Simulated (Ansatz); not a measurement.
Geometry optimisation, Ansatz, RHF/def2-SVP.

input.yaml

```yaml
crystal:
  periodic: [false, false, false]
  atoms:
    - { symbol: Si, position_ang: [0.0, 0.0, 0.0] }
    - { symbol: H, position_ang: [0.9994, 0.0, 1.3254] }
    - { symbol: H, position_ang: [1.5827, 0.0, 0.5009] }
    - { symbol: O, position_ang: [-0.7913, 1.3709, -0.5594] }
    - { symbol: H, position_ang: [-1.7491, 1.1401, -0.7818] }
    - { symbol: O, position_ang: [-0.7913, -1.3709, -0.5594] }
    - { symbol: H, position_ang: [-1.2459, -1.8365, 0.2129] }
basis:
  gaussian: { orbitals: def2-SVP }
hamiltonian:
  xc: hf
relax:
  f_tol: 0.15
  max_steps: 25
  restrain:
    - { distance: [1, 2], at: 0.66, k: 30.0 }
    - { distance: [0, 1], at: 2.66, k: 30.0 }
    - { distance: [0, 2], at: 2.66, k: 30.0 }
```

Run as:

```bash
$ ansatz run input.yaml --threads 1 --pin off --max-ram 2048MiB --backend cpu --events-out ev --progress --plain --runs-dir out
```

Where does it end, and by what steps?

It converged. The restraints hold the end off the free minimum; the threshold counts their pulls, which the force column leaves out. Restrained pairs: H2–H3 (1.01 → 0.71 Å), Si1–H2 (1.66 → 2.67 Å), Si1–H3 (1.66 → 2.67 Å). After 20 steps the energy has fallen by 4.015 eV (the restraints' own energy left out); Si1 moved furthest, 1.12 Å.

```json
{"step": "0", "energy less start (eV)": "0.0000", "largest force component (eV/Å)": "5.398", "accepted": "yes"}
{"step": "1", "energy less start (eV)": "1.9309", "largest force component (eV/Å)": "7.211", "accepted": "yes"}
{"step": "2", "energy less start (eV)": "-0.0249", "largest force component (eV/Å)": "4.724", "accepted": "yes"}
{"step": "3", "energy less start (eV)": "-0.4664", "largest force component (eV/Å)": "6.500", "accepted": "yes"}
{"step": "4", "energy less start (eV)": "-2.1237", "largest force component (eV/Å)": "3.113", "accepted": "yes"}
{"step": "5", "energy less start (eV)": "-2.6847", "largest force component (eV/Å)": "3.173", "accepted": "yes"}
{"step": "6", "energy less start (eV)": "-3.2965", "largest force component (eV/Å)": "2.002", "accepted": "yes"}
{"step": "7", "energy less start (eV)": "-3.6085", "largest force component (eV/Å)": "1.437", "accepted": "yes"}
{"step": "8", "energy less start (eV)": "-3.7021", "largest force component (eV/Å)": "2.001", "accepted": "yes"}
{"step": "9", "energy less start (eV)": "-3.9109", "largest force component (eV/Å)": "1.226", "accepted": "yes"}
{"step": "10", "energy less start (eV)": "-3.9450", "largest force component (eV/Å)": "1.353", "accepted": "yes"}
{"step": "11", "energy less start (eV)": "-3.9971", "largest force component (eV/Å)": "1.031", "accepted": "no"}
{"step": "12", "energy less start (eV)": "-3.9695", "largest force component (eV/Å)": "1.365", "accepted": "yes"}
{"step": "13", "energy less start (eV)": "-3.9888", "largest force component (eV/Å)": "1.318", "accepted": "yes"}
{"step": "14", "energy less start (eV)": "-4.0060", "largest force component (eV/Å)": "1.165", "accepted": "yes"}
{"step": "15", "energy less start (eV)": "-4.0381", "largest force component (eV/Å)": "0.350", "accepted": "no"}
{"step": "16", "energy less start (eV)": "-4.0225", "largest force component (eV/Å)": "0.788", "accepted": "yes"}
{"step": "17", "energy less start (eV)": "-4.0104", "largest force component (eV/Å)": "1.020", "accepted": "yes"}
{"step": "18", "energy less start (eV)": "-4.0022", "largest force component (eV/Å)": "1.165", "accepted": "no"}
{"step": "19", "energy less start (eV)": "-4.0230", "largest force component (eV/Å)": "0.952", "accepted": "yes"}
{"step": "20", "energy less start (eV)": "-4.0147", "largest force component (eV/Å)": "1.272", "accepted": "yes"}
```

```xyz
7
Properties=species:S:1:pos:R:3
Si -0.121 -0.271 -1.078
H 1.075 -0.121 1.300
H 1.370 0.455 1.010
O -0.769 1.215 -0.797
H -1.479 1.308 -0.176
O -1.094 -1.172 -0.070
H -0.977 -2.110 -0.049
```

Time of the run: 12 s on 1 thread of Arm Neoverse V2 (shared host), peak memory 0.1 GiB.
